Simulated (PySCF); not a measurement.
SiH4, SMILES [SiH4]. Heavy atoms are numbered as in [SiH4:1]. Hydrogens are named by the atom that carries them.

Geometry: ωB97X-D3(BJ)/def2-TZVPD. The isomer is the one that the SMILES or the coordinates give; other isomers of the formula were not compared.

All values below come from PBE0/pcSseg-2 (PySCF).

GIAO shieldings, no solvent; atoms alike by connectivity are averaged. δ = σ(ref) − σ: ²⁹Si against TMS (σ = 341.9 ppm); ¹H against TMS (σ = 31.54 ppm), references at their B3LYP-D3(BJ)/def2-TZVP geometries, non-relativistic.

Computed chemical shifts:
```tsv
nucleus	atoms	count	δ (ppm)
²⁹Si	Si1 (SiH4)	1	-107.1
¹H	H on Si1	4	3.69
```
